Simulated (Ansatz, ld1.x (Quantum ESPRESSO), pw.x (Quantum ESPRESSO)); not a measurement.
What a changed setting does to a pw.x run (bcc Sn)

Potential: PAW, ld1.x (Quantum ESPRESSO) 7.5, PBEsol; core [Kr] 4d10, reference 5s2 5p2; waves: 5s (bound): rcut 1.75, rcutus 2.30 bohr; 5s channel at 0.15 Ry: rcut 1.75, rcutus 2.30 bohr; 5p (bound): rcut 2.05, rcutus 2.30 bohr; 5p channel at 0.24 Ry: rcut 2.05, rcutus 2.30 bohr; 5d channel at 0.25 Ry: rcut 2.05, rcutus 2.75 bohr; local part: all-electron potential smoothed inside 2.20 bohr (lloc = -2); core correction: Bessel-smoothed model core inside 2.20 bohr; augmentation: PSQ, inside the norm-conserving radii.

The reference run (k-mesh 12³, cutoffs 40/320 Ry, Fermi–Dirac 0.01 Ry, mixing_beta 0.4, conv_thr 1e-9, no spin) gives -0.78 GPa at 26.223 Å³/atom, where all-electron LAPW gives -0.25 GPa. This run, with its own iteration cap, changes diagonalization to rmm-davidson.

```
&control
  calculation='scf', prefix='x', pseudo_dir='./', outdir='./tmp', tstress=.true., disk_io='none'
/
&system
  ibrav=0, nat=1, ntyp=1, ecutwfc=40, ecutrho=320, nbnd=9,
  occupations='smearing', smearing='fd', degauss=0.01
/
&electrons
  conv_thr=1e-09, mixing_beta=0.4, electron_maxstep=60, diagonalization='rmm-davidson'
/
ATOMIC_SPECIES
Sn 1.0 Sn.UPF
CELL_PARAMETERS angstrom
  -1.87157597 1.87157597 1.87157597
  1.87157597 -1.87157597 1.87157597
  1.87157597 1.87157597 -1.87157597
ATOMIC_POSITIONS crystal
Sn 0.0000 0.0000 0.0000
K_POINTS automatic
12 12 12 0 0 0
```

```bash
pw.x < Sn.scf.in > Sn.scf.out
```

Question: How does the run end?

Answer: It converges in 6 iterations; the free energy moves by +0.0 meV/atom and the pressure by +0.00 GPa. The result is that of the reference run.

```
Message from routine setup:
     using ibrav=0 with symmetry is DISCOURAGED, use correct ibrav instead
     lattice parameter (alat)  =       6.1259  a.u.
     unit-cell volume          =     176.9616 (a.u.)^3
     number of electrons       =         4.00
     number of Kohn-Sham states=            9
     kinetic-energy cutoff     =      40.0000  Ry
     charge density cutoff     =     320.0000  Ry
     scf convergence threshold =      1.0E-09
     Exchange-correlation= SLA  PW   PSX  PSC
     number of k points=    72  Fermi-Dirac smearing, width (Ry)=  0.0100
     iteration #  1     ecut=    40.00 Ry     beta= 0.40
     total energy              =    -328.35173182 Ry
     estimated scf accuracy    <       0.00207030 Ry
     iteration #  2     ecut=    40.00 Ry     beta= 0.40
     total energy              =    -328.35155248 Ry
     estimated scf accuracy    <       0.00062086 Ry
     iteration #  3     ecut=    40.00 Ry     beta= 0.40
     total energy              =    -328.35158876 Ry
     estimated scf accuracy    <       0.00000354 Ry
     iteration #  4     ecut=    40.00 Ry     beta= 0.40
     total energy              =    -328.35158928 Ry
     estimated scf accuracy    <       0.00000002 Ry
     iteration #  5     ecut=    40.00 Ry     beta= 0.40
     total energy              =    -328.35158928 Ry
     estimated scf accuracy    <          1.8E-09 Ry
     iteration #  6     ecut=    40.00 Ry     beta= 0.40
     the Fermi energy is     6.6705 ev
!    total energy              =    -328.35158928 Ry
     estimated scf accuracy    <          2.9E-10 Ry
     smearing contrib. (-TS)   =      -0.00239688 Ry
     The total energy is F=E-TS. E is the sum of the following terms:
     one-electron contribution =       4.17039414 Ry
     hartree contribution      =       0.05126874 Ry
     xc contribution           =      -8.58902825 Ry
     ewald contribution        =      -8.23177659 Ry
     one-center paw contrib.   =    -315.75005045 Ry
     convergence has been achieved in   6 iterations
          total   stress  (Ry/bohr**3)                   (kbar)     P=       -7.79
     Message from routine punch:
     Nothing written, as per user request (disk_io='none')
```

The run took about 7.3 s on one core of a shared host (Neoverse-V1, 32 threads, 247 GiB, load 23).
